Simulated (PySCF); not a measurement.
**Si: ionisation energy**

Si [Ne] 3s2 3p2 (3P) → Si⁺ [Ne] 3s2 3p1 (2P), as a difference of total energies. All numbers are calculated (PySCF 2.14, no relativity, point nucleus, in def2-TZVP). Correlated levels: valence: [Ne] frozen. The calculations carry no spin-orbit coupling.

```
           method  ionisation energy (eV)
              UHF                   7.640
             TPSS                   8.212
           M06-2X                   7.989
    MP2 (valence)                   8.037
SCS-MP2 (valence)                   7.953
   CCSD (valence)                   8.067
CCSD(T) (valence)                   8.105
```

Question: How much does correlation contribute at CCSD(T) (valence)?

Answer: 8.105 − (7.640) = 0.465 eV, measured against UHF.

Errors of the correlated levels include the incompleteness of this basis and the frozen core.

For comparison: 8.157 eV (measured; NIST levels, between the centres of gravity of the two terms).
